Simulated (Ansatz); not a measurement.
# CH4Si + HF: a complex and its separated parts, part 1 of 2

Aim: how far the complex at one end of a reaction step lies below its separated, relaxed parts, level by level.

Method: PBE0-D4/def2-TZVP structures, single points in def2-TZVPP, no counterpoise correction; program: Ansatz 0.2.0, Gaussian basis.

Levels: SPW92, PBE-D4, BLYP-D4, r2SCAN-D4, B97M-V, PBE0-D4, B3LYP-D4, r2SCAN0-D4, BHLYP-D4, CAM-B3LYP-D4, wB97X-V, wB97M-V, B2PLYP, PBE-QIDH, RPA on PBE, Hartree-Fock, MP2, CCSD, CCSD(T).

Correlated methods freeze the cores. B3LYP uses VWN-RPA correlation. B2PLYP carries no dispersion term here.

56 further runs of the same task are left out: 56 set aside as unsound or not needed.

### 1 The system as given

The complex: 8 atoms, charge 0, spin multiplicity 1.

Atoms are counted from 1 here; the program's logs count them from 0.

Bond lengths: Si1–C2 1.895 Å, Si1–H5 1.524 Å, C2–H6 1.091 Å, C2–H7 1.099 Å, C2–H8 1.093 Å, H3–F4 0.930 Å. Angles: C2–Si1–H5 96.1°, Si1–C2–H6 113.2°, Si1–C2–H7 106.5°, Si1–C2–H8 112.9°, H6–C2–H7 107.6°, H6–C2–H8 109.6°, H7–C2–H8 106.6°.

Geometry (Å):

```xyz
8

Si   -0.9978   -0.4639   -0.2035
C     0.8247   -0.6818    0.2668
H    -1.2258    1.6335   -1.5825
F    -0.7046    1.7617   -0.8232
H    -1.4597    0.0224    1.1645
H     1.4648   -0.9114   -0.5867
H     0.8692   -1.5371    0.9557
H     1.2293    0.1768    0.8089
```

Its parts: CH4Si holds atoms 1, 2, 5, 6, 7, 8; HF holds atoms 3, 4. Each part counts its atoms afresh in its own runs.

### 2 Relaxing CH4Si alone

relax-a/in.yaml

```yaml
crystal:
  periodic: [false, false, false]
  atoms:
    - {symbol: Si, position_ang: [-0.997812, -0.463895, -0.203453]}
    - {symbol: C, position_ang: [0.824656, -0.681755, 0.266767]}
    - {symbol: H, position_ang: [-1.459667, 0.022414, 1.164485]}
    - {symbol: H, position_ang: [1.464792, -0.911374, -0.586668]}
    - {symbol: H, position_ang: [0.869203, -1.537080, 0.955654]}
    - {symbol: H, position_ang: [1.229298, 0.176754, 0.808948]}
basis:
  gaussian: {orbitals: def2-TZVP}
hamiltonian: {xc: pbe0, dispersion: d4}
relax: {f_tol: 0.005, max_steps: 200}
```

Launch:

```bash
ansatz run in.yaml --threads 2 --pin off --events-out ev --progress --plain --max-ram 4352MiB
```

Log, cut to the lines that bear on the results:

```text
Functional definition: PBE0
  name "PBE0"
  cite "Adamo & Barone, J. Chem. Phys. 110, 6158 (1999) doi:10.1063/1.478522"
  cite "Perdew, Burke & Ernzerhof, Phys. Rev. Lett. 77, 3865 (1996) doi:10.1103/PhysRevLett.77.3865"
  parent pbe
[...]
624 factors; their error is unknown
[...]
mean field -8973.81503347 eV, -329.7816198097 hartree, gradient 2.6e-5 eV, S^2 0.000000; 0 other end points of the search recorded, 0 dependent functions left out
[...]
reference -8973.81505820 eV, -329.7816207186 hartree; 12, 12 occupied and 80, 80 virtual orbitals, 624 factors
[...]
reference -8973.81967288 eV, -329.7817903049 hartree; 12, 12 occupied and 80, 80 virtual orbitals, 624 factors
Total energy: -8973.88545070 eV, -329.7842075953 hartree
Atom 0 at    -0.981815    -0.371045    -0.237740 Å, force     0.000515     0.000037     0.000385 eV/Å
Atom 1 at     0.815554    -0.692829     0.259814 Å, force    -0.000407    -0.000339    -0.000165 eV/Å
Atom 2 at    -1.441935    -0.071713     1.191338 Å, force     0.000003     0.000034    -0.000143 eV/Å
Atom 3 at     1.464470    -0.950461    -0.578016 Å, force     0.000005     0.000254     0.000253 eV/Å
Atom 4 at     0.852817    -1.500283     1.002401 Å, force     0.000078     0.000258    -0.000112 eV/Å
Atom 5 at     1.221378     0.191395     0.767935 Å, force    -0.000194    -0.000244    -0.000218 eV/Å
Dipole moment:     0.213720    -0.031321     0.108947 e Å
```

Wall time 12 s (2 threads of Arm Neoverse V1, shared host).

The steps of the relaxation: (the energy doesn't fall at every step)

```
step  energy from step 1 (eV)  largest force component (eV/Å)
   1                   0.0000                          0.1912
   2                  -0.0019                          0.1394
   3                  -0.0031                          0.0688
   4                  -0.0033                          0.0531
   5                  -0.0036                          0.0193
   6                  -0.0045                          0.0281
   7                   0.0055                          0.5451
   8                  -0.0046                          0.0107
   9                  -0.0047                          0.0151
  10                  -0.0047                          0.0034
  11                  -0.0047                          0.0084
  12                  -0.0047                          0.0005
```

Distances of close pairs at the start and the end, largest changes first:

```csv
bond,before (Å),after (Å),change (Å)
Si1–H3,1.524,1.531,+0.007
C2–H6,1.093,1.098,+0.005
Si1–C2,1.895,1.893,-0.002
C2–H5,1.099,1.098,-0.002
C2–H4,1.091,1.091,-0.001
```

### 3 Relaxing HF alone

relax-b/in.yaml

```yaml
crystal:
  periodic: [false, false, false]
  atoms:
    - {symbol: H, position_ang: [-1.225756, 1.633457, -1.582515]}
    - {symbol: F, position_ang: [-0.704614, 1.761680, -0.823219]}
basis:
  gaussian: {orbitals: def2-TZVP}
hamiltonian: {xc: pbe0, dispersion: d4}
relax: {f_tol: 0.005, max_steps: 200}
```

Launch:

```bash
ansatz run in.yaml --threads 2 --pin off --events-out ev --progress --plain --max-ram 4352MiB
```

Log, cut to the lines that bear on the results:

```text
[... 5 set-up lines as earlier in the session ...]
[...]
200 factors; their error is unknown
[...]
mean field -2731.79887014 eV, -100.3917567979 hartree, gradient 6.9e-6 eV, S^2 0.000000; 0 other end points of the search recorded, 0 dependent functions left out
[...]
reference -2731.80170834 eV, -100.3918610999 hartree; 5, 5 occupied and 32, 32 virtual orbitals, 200 factors
Total energy: -2731.80322162 eV, -100.3919167118 hartree
Atom 0 at    -1.223005     1.634134    -1.578507 Å, force    -0.001739    -0.000428    -0.002533 eV/Å
Atom 1 at    -0.707365     1.761003    -0.827227 Å, force     0.001739     0.000428     0.002533 eV/Å
Dipole moment:    -0.224644    -0.055272    -0.327302 e Å
```

Run time: 0.6 s. Hardware: 2 threads of Arm Neoverse V1, shared host.

Relaxation path:

```
step  energy from step 1 (eV)  largest force component (eV/Å)
   1                   0.0000                          0.4673
   2                  -0.0027                          0.0988
   3                  -0.0028                          0.0025
```

The bond:

| bond | before (Å) | after (Å) | change (Å) |
| --- | --- | --- | --- |
| H1–F2 | 0.930 | 0.920 | -0.010 |

### 4 SPW92/def2-TZVPP

parta/in.yaml

```yaml
crystal:
  periodic: [false, false, false]
  atoms:
    - {symbol: Si, position_ang: [-0.981815, -0.371045, -0.237740]}
    - {symbol: C, position_ang: [0.815554, -0.692829, 0.259814]}
    - {symbol: H, position_ang: [-1.441935, -0.071713, 1.191338]}
    - {symbol: H, position_ang: [1.464470, -0.950461, -0.578016]}
    - {symbol: H, position_ang: [0.852817, -1.500283, 1.002401]}
    - {symbol: H, position_ang: [1.221378, 0.191395, 0.767935]}
basis:
  gaussian: {orbitals: def2-TZVPP}
hamiltonian: {xc: lda}
```

partb/in.yaml

```yaml
crystal:
  periodic: [false, false, false]
  atoms:
    - {symbol: H, position_ang: [-1.223005, 1.634134, -1.578507]}
    - {symbol: F, position_ang: [-0.707365, 1.761003, -0.827227]}
basis:
  gaussian: {orbitals: def2-TZVPP}
hamiltonian: {xc: lda}
```

The same command starts each run, in its folder.

Launch:

```bash
ansatz run in.yaml --threads 2 --pin off --events-out ev --progress --plain --max-ram 4352MiB
```

Log of parta, cut to the lines that bear on the results:

```text
Functional definition: SPW92
  name "SPW92"
  cite "Dirac, Proc. Camb. Phil. Soc. 26, 376 (1930) doi:10.1017/S0305004100016108"
  cite "Slater, Phys. Rev. 81, 385 (1951) doi:10.1103/PhysRev.81.385"
  cite "Perdew & Wang, Phys. Rev. B 45, 13244 (1992) doi:10.1103/PhysRevB.45.13244"
[...]
704 factors; their error is unknown
[...]
mean field -8936.13023372 eV, -328.3967289624 hartree, gradient 1.0e-5 eV, S^2 0.000000; 0 other end points of the search recorded, 0 dependent functions left out
reference -8936.13026538 eV, -328.3967301260 hartree; 12, 12 occupied and 117, 117 virtual orbitals, 704 factors
Total energy: -8936.13026538 eV, -328.3967301260 hartree
```

partb printed, cut to the lines that bear on the results:

```text
[... 5 set-up lines as earlier in the session ...]
[...]
215 factors; their error is unknown
[...]
mean field -2716.76648222 eV, -99.8393267312 hartree, gradient 3.5e-5 eV, S^2 0.000000; 0 other end points of the search recorded, 0 dependent functions left out
reference -2716.76649330 eV, -99.8393271384 hartree; 5, 5 occupied and 40, 40 virtual orbitals, 215 factors
Total energy: -2716.76649330 eV, -99.8393271384 hartree
```

Times: 0.55 s (parta), 0.15 s (partb) on 2 threads of Arm Neoverse V1, shared host.

### 5 PBE-D4/def2-TZVPP

Each input of step 4 (parta, partb) changes in the same lines:

```diff
-hamiltonian: {xc: lda}
+hamiltonian: {xc: pbe, dispersion: d4}
```

One command serves all of them, each in its own folder.

Launch:

```bash
ansatz run in.yaml --threads 2 --pin off --events-out ev --progress --plain --max-ram 4352MiB
```

parta printed, cut to the lines that bear on the results:

```text
Functional definition: PBE
  name "PBE"
[... 2 set-up lines as earlier in the session ...]
[...]
704 factors; their error is unknown
[...]
mean field -8972.89076270 eV, -329.7476534855 hartree, gradient 8.9e-5 eV, S^2 0.000000; 0 other end points of the search recorded, 0 dependent functions left out
reference -8972.89079664 eV, -329.7476547328 hartree; 12, 12 occupied and 117, 117 virtual orbitals, 704 factors
Total energy: -8972.97071075 eV, -329.7505915221 hartree
```

partb printed, cut to the lines that bear on the results:

```text
[... 4 set-up lines as earlier in the session ...]
[...]
215 factors; their error is unknown
[...]
mean field -2731.84356198 eV, -100.3933991926 hartree, gradient 4.7e-5 eV, S^2 0.000000; 0 other end points of the search recorded, 0 dependent functions left out
reference -2731.84357408 eV, -100.3933996375 hartree; 5, 5 occupied and 40, 40 virtual orbitals, 215 factors
Total energy: -2731.84546795 eV, -100.3934692358 hartree
```

Wall times: 0.85 s (parta), 0.15 s (partb) on 2 threads of Arm Neoverse V1, shared host.

### 6 BLYP-D4/def2-TZVPP

Each input of step 5 (parta, partb) changes in the same lines:

```diff
-hamiltonian: {xc: pbe, dispersion: d4}
+hamiltonian: {xc: {name: BLYP}, dispersion: d4}
```

The same command starts each run, in its folder.

Launch:

```bash
ansatz run in.yaml --threads 2 --pin off --events-out ev --progress --plain --max-ram 4352MiB
```

parta printed, cut to the lines that bear on the results:

```text
Functional definition: BLYP
  name "BLYP"
  cite "Becke, Phys. Rev. A 38, 3098 (1988) doi:10.1103/PhysRevA.38.3098"
  cite "Lee, Yang & Parr, Phys. Rev. B 37, 785 (1988) doi:10.1103/PhysRevB.37.785"
[...]
704 factors; their error is unknown
[...]
mean field -8977.99516591 eV, -329.9352368434 hartree, gradient 7.5e-5 eV, S^2 0.000000; 0 other end points of the search recorded, 0 dependent functions left out
reference -8977.99546492 eV, -329.9352478321 hartree; 12, 12 occupied and 117, 117 virtual orbitals, 704 factors
Total energy: -8978.17927862 eV, -329.9420028608 hartree
```

Log of partb, cut to the lines that bear on the results:

```text
[... 4 set-up lines as earlier in the session ...]
[...]
215 factors; their error is unknown
[...]
mean field -2734.23790317 eV, -100.4813896086 hartree, gradient 3.9e-5 eV, S^2 0.000000; 0 other end points of the search recorded, 0 dependent functions left out
reference -2734.23802678 eV, -100.4813941510 hartree; 5, 5 occupied and 40, 40 virtual orbitals, 215 factors
Total energy: -2734.24260873 eV, -100.4815625345 hartree
```

They took 1.2 s (parta), 0.2 s (partb) on 2 threads of Arm Neoverse V1, shared host.

### 7 r2SCAN-D4/def2-TZVPP

Each input of step 6 (parta, partb) changes in the same lines:

```diff
-hamiltonian: {xc: {name: BLYP}, dispersion: d4}
+hamiltonian: {xc: r2scan, dispersion: d4}
```

The same command starts each run, in its folder.

Launch:

```bash
ansatz run in.yaml --threads 2 --pin off --events-out ev --progress --plain --max-ram 4352MiB
```

Output in parta, cut to the lines that bear on the results:

```text
Functional definition: r2SCAN
  name "r2SCAN"
  cite "Furness, Kaplan, Ning, Perdew & Sun, J. Phys. Chem. Lett. 11, 8208 (2020) doi:10.1021/acs.jpclett.0c02405"
  cite "Furness, Kaplan, Ning, Perdew & Sun, J. Phys. Chem. Lett. 11, 9248 (2020) doi:10.1021/acs.jpclett.0c03077"
  parent r2scan
[...]
704 factors; their error is unknown
[...]
mean field -8977.03208409 eV, -329.8998442396 hartree, gradient 9.3e-6 eV, S^2 0.000000; 0 other end points of the search recorded, 0 dependent functions left out
reference -8977.03209399 eV, -329.8998446033 hartree; 12, 12 occupied and 117, 117 virtual orbitals, 704 factors
Total energy: -8977.04984131 eV, -329.9004968052 hartree
```

partb printed, cut to the lines that bear on the results:

```text
[... 5 set-up lines as earlier in the session ...]
[...]
215 factors; their error is unknown
[...]
mean field -2733.29261630 eV, -100.4466509569 hartree, gradient 6.5e-6 eV, S^2 0.000000; 0 other end points of the search recorded, 0 dependent functions left out
reference -2733.29261948 eV, -100.4466510737 hartree; 5, 5 occupied and 40, 40 virtual orbitals, 215 factors
Total energy: -2733.29307701 eV, -100.4466678877 hartree
```

They took 1.9 s (parta), 0.45 s (partb) on 2 threads of Arm Neoverse V1, shared host.

### 8 B97M-V/def2-TZVPP

The same edit goes into each in.yaml of step 7 (parta, partb):

```diff
-hamiltonian: {xc: r2scan, dispersion: d4}
+hamiltonian: {xc: {name: B97M-V}}
```

The same command starts each run, in its folder.

Launch:

```bash
ansatz run in.yaml --threads 2 --pin off --events-out ev --progress --plain --max-ram 4352MiB
```

Log of parta, cut to the lines that bear on the results:

```text
Functional definition: B97M-V
  name "B97M-V"
  cite "Mardirossian & Head-Gordon, J. Chem. Phys. 142, 074111 (2015) doi:10.1063/1.4907719"
  cite "Becke, J. Chem. Phys. 107, 8554 (1997) doi:10.1063/1.475007"
  cite "Vydrov & Van Voorhis, J. Chem. Phys. 133, 244103 (2010) doi:10.1063/1.3521275"
  # Of w^i u^j: cxij and so on, Table III.
[...]
  gx(w, u) = cx00 + cx01*u + cx02*u^2 + (cx10 + cx11*u)*w
[...]
  gos(w, u) = cos00 + cos01*u + cos03*u^3 + cos10*w + cos32*w^3*u^2
[...]
      + integral(e_c_pw_mod_opposite_spin*gos(b97_w_opposite, b97_u_opposite)) + vv10(b, c)
704 factors; their error is unknown
[...]
mean field -8976.69079824 eV, -329.8873022156 hartree, gradient 4.0e-5 eV, S^2 0.000000; 0 other end points of the search recorded, 0 dependent functions left out
reference -8976.69084732 eV, -329.8873040195 hartree; 12, 12 occupied and 117, 117 virtual orbitals, 704 factors
Total energy: -8976.69084732 eV, -329.8873040195 hartree
```

Output in partb, cut to the lines that bear on the results:

```text
[... 5 set-up lines as earlier in the session ...]
  # Of w^i u^j: cxij and so on, Table III.
[...]
  gx(w, u) = cx00 + cx01*u + cx02*u^2 + (cx10 + cx11*u)*w
[...]
  gos(w, u) = cos00 + cos01*u + cos03*u^3 + cos10*w + cos32*w^3*u^2
[...]
      + integral(e_c_pw_mod_opposite_spin*gos(b97_w_opposite, b97_u_opposite)) + vv10(b, c)
215 factors; their error is unknown
[...]
mean field -2733.38838501 eV, -100.4501703919 hartree, gradient 2.3e-5 eV, S^2 0.000000; 0 other end points of the search recorded, 0 dependent functions left out
reference -2733.38840272 eV, -100.4501710428 hartree; 5, 5 occupied and 40, 40 virtual orbitals, 215 factors
Total energy: -2733.38840272 eV, -100.4501710428 hartree
```

Times: 3.8 s (parta), 0.45 s (partb) on 2 threads of Arm Neoverse V1, shared host.

### 9 PBE0-D4/def2-TZVPP

Each input of step 8 (parta, partb) changes in the same lines:

```diff
-hamiltonian: {xc: {name: B97M-V}}
+hamiltonian: {xc: pbe0, dispersion: d4}
+output: {orbitals: {seedname: orbitals}}
```

The same command starts each run, in its folder.

Launch:

```bash
ansatz run in.yaml --threads 2 --pin off --events-out ev --progress --plain --max-ram 4352MiB
```

parta printed, cut to the lines that bear on the results:

```text
[... 5 set-up lines as earlier in the session ...]
[...]
707 factors; their error is unknown
[...]
mean field -8973.85387705 eV, -329.7830472850 hartree, gradient 3.0e-5 eV, S^2 0.000000; 0 other end points of the search recorded, 0 dependent functions left out
reference -8973.85390218 eV, -329.7830482085 hartree; 12, 12 occupied and 117, 117 virtual orbitals, 707 factors
Total energy: -8973.91968000 eV, -329.7854654989 hartree
```

Output in partb, cut to the lines that bear on the results:

```text
[... 5 set-up lines as earlier in the session ...]
[...]
215 factors; their error is unknown
[...]
mean field -2731.86112477 eV, -100.3940446133 hartree, gradient 4.0e-5 eV, S^2 0.000000; 0 other end points of the search recorded, 0 dependent functions left out
reference -2731.86113348 eV, -100.3940449335 hartree; 5, 5 occupied and 40, 40 virtual orbitals, 215 factors
Total energy: -2731.86264676 eV, -100.3941005454 hartree
```

Wall times: 1.1 s (parta), 0.2 s (partb) on 2 threads of Arm Neoverse V1, shared host.

### 10 B3LYP-D4/def2-TZVPP

The same edit goes into each in.yaml of step 9 (parta, partb):

```diff
-hamiltonian: {xc: pbe0, dispersion: d4}
-output: {orbitals: {seedname: orbitals}}
+hamiltonian: {xc: {name: B3LYP}, dispersion: d4}
```

One command serves all of them, each in its own folder.

Launch:

```bash
ansatz run in.yaml --threads 2 --pin off --events-out ev --progress --plain --max-ram 4352MiB
```

parta printed, cut to the lines that bear on the results:

```text
Functional definition: B3LYP
  name "B3LYP"
  cite "Stephens, Devlin, Chabalowski & Frisch, J. Phys. Chem. 98, 11623 (1994) doi:10.1021/j100096a001"
[... 2 set-up lines as earlier in the session ...]
  cite "Vosko, Wilk & Nusair, Can. J. Phys. 58, 1200 (1980) doi:10.1139/p80-159"
[...]
707 factors; their error is unknown
[...]
mean field -8979.42984597 eV, -329.9879603632 hartree, gradient 4.2e-5 eV, S^2 0.000000; 0 other end points of the search recorded, 0 dependent functions left out
reference -8979.43006705 eV, -329.9879684877 hartree; 12, 12 occupied and 117, 117 virtual orbitals, 707 factors
Total energy: -8979.56063679 eV, -329.9927668374 hartree
```

partb printed, cut to the lines that bear on the results:

```text
[... 6 set-up lines as earlier in the session ...]
[...]
215 factors; their error is unknown
[...]
mean field -2734.54625387 eV, -100.4927212876 hartree, gradient 1.9e-5 eV, S^2 0.000000; 0 other end points of the search recorded, 0 dependent functions left out
reference -2734.54634471 eV, -100.4927246259 hartree; 5, 5 occupied and 40, 40 virtual orbitals, 215 factors
Total energy: -2734.54933439 eV, -100.4928344946 hartree
```

They took 1.2 s (parta), 0.2 s (partb) on 2 threads of Arm Neoverse V1, shared host.

### 11 r2SCAN0-D4/def2-TZVPP

The same edit goes into each in.yaml of step 10 (parta, partb):

```diff
-hamiltonian: {xc: {name: B3LYP}, dispersion: d4}
+hamiltonian: {xc: {name: r2SCAN0}, dispersion: d4}
```

Each run has its own folder and the same command.

Launch:

```bash
ansatz run in.yaml --threads 2 --pin off --events-out ev --progress --plain --max-ram 4352MiB
```

Log of parta, cut to the lines that bear on the results:

```text
Functional definition: r2SCAN0
  name "r2SCAN0"
  cite "Bursch, Neugebauer, Ehlert & Grimme, J. Chem. Phys. 156, 134105 (2022) doi:10.1063/5.0086040"
[... 3 set-up lines as earlier in the session ...]
[...]
707 factors; their error is unknown
[...]
mean field -8976.85393855 eV, -329.8932975115 hartree, gradient 3.4e-5 eV, S^2 0.000000; 0 other end points of the search recorded, 0 dependent functions left out
reference -8976.85394644 eV, -329.8932978015 hartree; 12, 12 occupied and 117, 117 virtual orbitals, 707 factors
Total energy: -8976.87481851 eV, -329.8940648359 hartree
```

partb printed, cut to the lines that bear on the results:

```text
[... 6 set-up lines as earlier in the session ...]
[...]
215 factors; their error is unknown
[...]
mean field -2732.94548235 eV, -100.4338940192 hartree, gradient 6.6e-5 eV, S^2 0.000000; 0 other end points of the search recorded, 0 dependent functions left out
reference -2732.94548481 eV, -100.4338941097 hartree; 5, 5 occupied and 40, 40 virtual orbitals, 215 factors
Total energy: -2732.94598677 eV, -100.4339125566 hartree
```

Wall times: 2.2 s (parta), 0.45 s (partb) on 2 threads of Arm Neoverse V1, shared host.

### 12 BHLYP-D4/def2-TZVPP

The same edit goes into each in.yaml of step 11 (parta, partb):

```diff
-hamiltonian: {xc: {name: r2SCAN0}, dispersion: d4}
+hamiltonian: {xc: {name: BHLYP}, dispersion: d4}
```

The same command starts each run, in its folder.

Launch:

```bash
ansatz run in.yaml --threads 2 --pin off --events-out ev --progress --plain --max-ram 4352MiB
```

parta printed, cut to the lines that bear on the results:

```text
Functional definition: BHLYP
  name "BHLYP"
  cite "Becke, J. Chem. Phys. 98, 1372 (1993) doi:10.1063/1.464304"
[... 2 set-up lines as earlier in the session ...]
[...]
767 factors; their error is unknown
[...]
mean field -8977.95406682 eV, -329.9337264798 hartree, gradient 4.8e-5 eV, S^2 0.000000; 0 other end points of the search recorded, 0 dependent functions left out
reference -8977.95421573 eV, -329.9337319523 hartree; 12, 12 occupied and 117, 117 virtual orbitals, 767 factors
Total energy: -8978.05013875 eV, -329.9372570581 hartree
```

partb printed, cut to the lines that bear on the results:

```text
[... 5 set-up lines as earlier in the session ...]
[...]
234 factors; their error is unknown
[...]
mean field -2733.43316555 eV, -100.4518160466 hartree, gradient 1.2e-5 eV, S^2 0.000000; 0 other end points of the search recorded, 0 dependent functions left out
reference -2733.43322609 eV, -100.4518182712 hartree; 5, 5 occupied and 40, 40 virtual orbitals, 234 factors
Total energy: -2733.43495404 eV, -100.4518817722 hartree
```

They took 1.3 s (parta), 0.2 s (partb) on 2 threads of Arm Neoverse V1, shared host.

(Continued in part 2 of 2.)
